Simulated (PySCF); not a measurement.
BF + H₂O → HBO + HF

Level: PBE0 in the def2-TZVP basis family, all electrons, no relativity, computed in PySCF with density fitting; open shells unrestricted.

```
species                                   state and structure      E (Eh)  ZPE (kJ/mol)  H(298 K) − H(0) (kJ/mol)  S° (J/(mol K))
     BF                             singlet, C∞v, B–F 1.263 Å  -124.58024           8.5                       8.7           200.6
    H₂O          singlet, C2v, O–H 0.960 Å (×2); H–O–H 105.1°   -76.37736          56.5                       9.9           188.7
    HBO  singlet, C∞v, B–H 1.173 Å, B–O 1.198 Å; H–B–O 180.0°  -100.62873          37.8                       9.1           202.7
     HF                             singlet, C∞v, H–F 0.920 Å  -100.39188          24.9                       8.7           173.6
```

(1) What is the electronic reaction energy?

(2) Add zero-point, thermal and entropy terms for 298.15 K and 1 bar.

Answers

(1) At PBE0/def2-TZVP, ΔE = -165.4 kJ/mol from the differences of the total energies times 2625.5, downhill. Hydrolysis steps of this kind drive oxide growth by atomic layer deposition.

(2) ΔZPE = -2.3 and Δ[H(298) − H(0)] = -0.8 kJ/mol give ΔH° = -168.5 kJ/mol. ΔS° = -13.0 J/(mol K), so ΔG° = -168.5 − 298.15 × (-0.0130) = -165 kJ/mol.

Only the bonding shown was studied: isomers, or loss of a ligand pair, can lie lower.
